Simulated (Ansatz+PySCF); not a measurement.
Results of a calculation; reference values are marked as such.
# Several solutions for singlet CH₂F₂

```xyz
5

C     0.4910    0.0000    0.0000
H     1.1116    0.6461    0.6461
H     1.1116   -0.6461   -0.6461
F    -0.2872    0.7749   -0.7749
F    -0.2872   -0.7749    0.7749
```

Basis set: def2-SVP (spherical functions). Charge 0, multiplicity 1.

CASSCF(2,2) was run from several starts with Ansatz (development build ahead of 0.2.0) and PySCF 2.14.0. The starts are those of the Hartree–Fock orbitals from which the active space was taken at the frontier.

| run | program | start | converged | energy (hartree) | <S²> |
| --- | --- | --- | --- | --- | --- |
| A | Ansatz | search for the lowest state | yes | -237.72794 | 0.00 |
| B | Ansatz | stability test followed | yes | -237.72794 | 0.00 |
| C | PySCF | program defaults | yes | -237.71578 | 0.00 |
| D | Ansatz | atomic start, no search | yes | -237.72794 | 0.00 |

**Question.** Which runs reached the lowest solution of this kind, and what is wrong with the others?

**Answer.** A, B, D reached the lowest solution found. Converged but too high: C by 0.33 eV. Convergence only shows a stationary point; in CASSCF the end hangs on which orbitals enter the active space. Caution: other starts end on other solutions of this active space.
